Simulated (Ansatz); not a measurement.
Reaction (SMILES): [CH2]F (CH2-F) → C atom + F atom + 2 H atom
B3LYP-D3(BJ)/def2-TZVP geometries, fixed; electronic energies without zero-point terms.
Largest species:
```
C
F 1 1.3401
H 1 1.0804 2 114.92
H 1 1.0804 3 124.90 2 152.91
```
Charge 0, spin multiplicity 2.

Core correlation in the atomisation energy at CCSD(T) with Ansatz (a quantum-chemistry and plane-wave program), in kcal/mol: frozen core against all electrons. Core-valence sets carry the plain set on hydrogen. Open shells are unrestricted.

| basis | functions, most | frozen core |
|---|---|---|
| cc-pVDZ | 38 | 286.48 |
| cc-pCVDZ | 46 | 286.66 |
| cc-pVTZ | 88 | 305.26 |
| cc-pCVTZ | 114 | 305.23 |
| cc-pwCVTZ | 114 | 305.43 |
| cc-pVQZ | 170 | 310.12 |

Task: How large is the core term in each set?

Result: The largest core-valence set, cc-pwCVTZ, gives a core term of 1.06 kcal/mol; the valence set cc-pVQZ, which lacks functions for the core, gives 2.52. By row: cc-pVDZ 0.76, cc-pCVDZ 0.70, cc-pVTZ 4.65, cc-pCVTZ 0.97, cc-pwCVTZ 1.06, cc-pVQZ 2.52.
